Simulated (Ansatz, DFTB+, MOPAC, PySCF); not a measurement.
Gas-phase reaction in SMILES: c1ccsc1 [thiophene] + 7 [H][H] (H2) → 4 C (CH4) + S (H2S)

Wanted: energy of full hydrogenation (enthalpy at 298 K), in kcal/mol. Conventions: 6-311+G** with 5d, 6d on Na to Ar in Ansatz (a first-principles code); valence correlation only; SCC-DFTB with the Slater-Koster set that CP2K ships; dispersion terms only where a functional's name holds one; 6-31G* and kin with 6d, 5d where marked; non-relativistic; spin-orbit terms left out; LANL2DZ with its own core potentials from Na on. Ab initio and DFT and DFTB rows: single points at B3LYP-D3(BJ) geometries (Ansatz), with unscaled harmonic terms from B3LYP/6-31G* at its own minima. Semi-empirical rows: MOPAC heats of formation at their own minima for 298 K. The Hartree-Fock reference of c1ccsc1 is unstable towards a lower, spin-broken solution.

Measured values: Active Thermochemical Tables 1.112 (ions: stationary electron), as tabulated in the package chemicals; G2/97 table in ASE (Curtiss et al.); they hold spin-orbit and core effects, anharmonicity. 

Value to compare with, the measured value: -103.7 kcal/mol.

```csv
level,program,energy of full hydrogenation (enthalpy at 298 K) (kcal/mol),error
PM3,MOPAC,10.1,113.8
PM6,MOPAC,98.7,202.4
SCC-DFTB,DFTB+,-296.1,-192.4
PBE/6-31G*,Ansatz,-104.5,-0.8
PBE/def2-SVP,Ansatz,-107.8,-4.1
PBE/6-311+G**,Ansatz,-105.9,-2.2
BLYP/6-31G*,Ansatz,-98.9,4.8
B3LYP/LANL2DZ,Ansatz,-127.7,-24.0
B3LYP/6-31G*,Ansatz,-112.4,-8.7
B3LYP/cc-pVDZ,Ansatz,-112.5,-8.8
PBE0/6-311+G**,Ansatz,-117.0,-13.3
MP2/STO-3G,Ansatz,-96.9,6.8
MP2/LANL2DZ,Ansatz,-98.8,4.9
B3PW91/6-31G* (5d),PySCF,-113.1,-9.4
r2SCAN-D4/def2-TZVPD,Ansatz + dftd4,-101.4,2.3
```

Among the 14 habitual levels, PM6 lies farthest from the measured value (202.4 kcal/mol) and PBE/6-31G* nearest (-0.8); 5 of 14 lie above it, and their mean absolute error is 42.6 kcal/mol, the median 8.8. One case shows no general order.

The levels are drawn from those run, B3LYP/6-31G* more often than the rest, none by its result; runs whose electronic state is in doubt are left out.
